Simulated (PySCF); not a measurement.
# A rate constant, worked out

An elementary step of Si2NH7, singlet (Si₂H₄ ([SiH][SiH3]) + NH₃ → Si₂NH₇ ([NH2][SiH2][SiH3]); H–N broken or loosened, Si–H, Si–N formed or tightened). The start structure is the complex of the reactants, bound by 1.33 eV, and the electronic barrier above it is 1.682 eV by CCSD(T) at an estimated basis limit (MP2 extrapolated from triple and quadruple zeta, plus CCSD(T) − MP2 in triple zeta). Program: PySCF 2.14 with density fitting (its default auxiliary sets; JK sets also for MP2 and CCSD(T)). Basis: def2-TZVPP and def2-QZVPP. Cores are frozen in the correlated methods. Extrapolation: Hartree–Fock as exp(−7.88 √X), correlation as X^−2.97. Harmonic wavenumbers (analytic Hessian with the translational sum rule) at PBE0-D4/def2-TZVP (PySCF 2.14 with density fitting (its default auxiliary sets; JK sets also for MP2 and CCSD(T))), in cm⁻¹:

Start: 106, 148, 158, 375, 406, 429, 470, 581, 683, 713, 871, 884, 926, 954, 1263, 1649, 1654, 2015, 2100, 2174, 2195, 3468, 3580, 3600.

Saddle: 1589i, 83, 126, 233, 396, 427, 493, 553, 608, 654, 700, 857, 877, 927, 943, 1142, 1528, 1877, 2159, 2185, 2205, 2212, 3500, 3650.

(1) Work out the transition-state-theory rate constant at 400 K from these numbers alone (harmonic vibrations; rotation, path degeneracy and anharmonicity left out), and the Wigner tunnelling factor. Use 1 cm⁻¹ = 1.2398 × 10⁻⁴ eV and k_B = 8.617 × 10⁻⁵ eV/K.

T1 diagnostic: at most 0.015. The restricted Hartree–Fock reference is unstable towards an unrestricted one at one or more of these structures.

## Answers

(1) Zero-point energies, half the sums: start 31402/2 cm⁻¹ = 1.9467 eV; saddle, real modes only, 28335/2 cm⁻¹ = 1.7565 eV.
Barrier with zero-point energy: 1.682 + 1.7565 − 1.9467 = 1.4918 eV.
k_BT = 0.03447 eV, so the barrier is 43.28 k_BT.
Vibrational partition functions from the zero-point level, ln q = −Σ ln(1 − exp(−hν/k_BT)): start 4.355, saddle 4.269.
k = (k_BT/h) exp(ln q‡ − ln q) exp(−E0/k_BT), with log₁₀(k_BT/h in s⁻¹) = 12.92: log₁₀ k = 12.92 + (-0.086 − 43.28)/2.3026 = -5.91, so k ≈ 1 × 10^(-6) s⁻¹.
Wigner factor: 1 + (hν‡/k_BT)²/24 = 1 + (5.72)²/24 = 2.36, too large for this simple formula to be trusted. A change of 1 kcal/mol (0.043 eV) in the barrier would change k by a factor of 3.5 at this temperature.

Losses and insertions of silylenes and their heavier kin drive the gas-phase chemistry of silicon and germanium vapour deposition.

Labels in which every atom is bracketed show which atoms are joined, not bond orders.

For scale, one of the runs: CCSD(T)/def2-TZVPP, 213 basis functions, launched by `OMP_NUM_THREADS=4 python run.py`. Hardware: 4 CPU threads of an Arm Neoverse V1, shared host. Wall time 7.7 min; peak host memory 2.5 GiB.
